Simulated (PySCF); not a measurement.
Gas-phase thermal properties of Si(CH₃)₄

Method: PySCF energies (xtb for GFN2) plus ideal-gas RRHO corrections (1 bar). The comparison is the NASA 1993 polynomial table, which mixes measured and estimated data. 6-31G* has spherical d functions here. All species are closed-shell singlets. B3LYP is the form with VWN-RPA correlation. The harmonic model lacks anharmonicity and excited electronic states, which grow with temperature; levels with a mode under 35 cm⁻¹ are left out. Internal rotation in Si(CH₃)₄ is treated as a harmonic vibration of one conformer, which makes the entropy rough. The table's entry may be an old estimate for Si(CH₃)₄ (not checked at source).

| level | point group | σ | ZPE (kJ/mol) | S°298 (J/mol/K) | Cp298 (J/mol/K) | S°1000 (J/mol/K) | H1000 − H298 (kJ/mol) |
|---|---|---|---|---|---|---|---|
| table | - | - | - | 361.2 | 138.6 | 610.7 | 154.9 |
| B3LYP/6-31G* | Td | 12 | 389.7 | 357.6 | 144.6 | 618.4 | 161.7 |
| GFN2-xTB | Td | 12 | 386.6 | 373.7 | 144.0 | 633.8 | 161.3 |
| HF/6-31G* | Td | 12 | 412.2 | 350.8 | 138.2 | 601.8 | 155.9 |
| PBE/def2-SVP | Td | 12 | 374.8 | 359.8 | 150.3 | 629.4 | 166.7 |
| PBE0/def2-TZVP | Td | 12 | 386.1 | 356.8 | 146.5 | 620.8 | 163.5 |
σ: rotational symmetry number. Electronic degeneracy used: 1. Frequencies are unscaled.
